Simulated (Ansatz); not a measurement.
A run of Ansatz (development build ahead of 0.2.0) on doublet PS at this shape:

```csv
atom,x (Å),y (Å),z (Å)
P,0.0000,0.0000,-1.0291
S,0.0000,0.0000,1.0291
```

Its results:

* Converged: yes
* Reference energy: -737.99583 hartree
* Correlation energy: -0.23452 hartree
* Total energy: -738.23035 hartree
* Spin squared of the determinant: 0.750
* Stability test: minimum among restricted orbitals
* Occupied orbitals by symmetry in an Abelian subgroup (alpha; beta): 9 A1 4 B1 3 B2; 9 A1 3 B1 3 B2

Messages of the program:
```
mean field -20081.88954434 eV, -737.9958287607 hartree, gradient 3.2e-6 eV, S^2 0.750000; 2 other ends of a descent, 0 dependent functions left out
with unlike orbitals of the spins -20082.52659072 eV, -738.0192397837 hartree, S^2 1.4261
```

Q: Which input gives this output? Name the method, the orbitals and the basis set, and write the input.

A: ROHF-MP2 in def2-SVP.

```yaml
crystal:
  periodic: [false, false, false]
  atoms:
    - { symbol: P, position_ang: [0.0, 0.0, -1.02914] }
    - { symbol: S, position_ang: [0.0, 0.0, 1.02914] }
basis:
  gaussian: { orbitals: def2-SVP }
magnetization:
  initial_magnetization: 1
hamiltonian:
  xc: hf
correlation:
  method: mp2
  frozen_orbitals: { P: 5, S: 5 }
```

Caution: an unrestricted determinant lies well below.
